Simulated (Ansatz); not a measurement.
System: 1T (CdI2-type) VSe2 (undistorted form, which takes a superstructure on cooling). Method: LDA (plane waves, PAW; Ansatz, a program for electronic structure).

Numerical settings: plane-wave cutoff 500 eV, 12×12×6 k mesh (along the axes of the cell as run), Fermi–Dirac smearing 0.05 eV, scalar-relativistic PAW data made under PBE.

Computed at the level's own relaxed cell.

Q: Estimate the volume per atom, equilibrium lattice constant a and lattice parameter c that the calculation returns.

A: 
- volume per atom: 18.18 Å³/atom
- equilibrium lattice constant a: 3.253 Å
- lattice parameter c: 5.950 Å

Note: the volume lies 9 % below that of the published cell.

Static lattice: no zero-point or thermal effects.
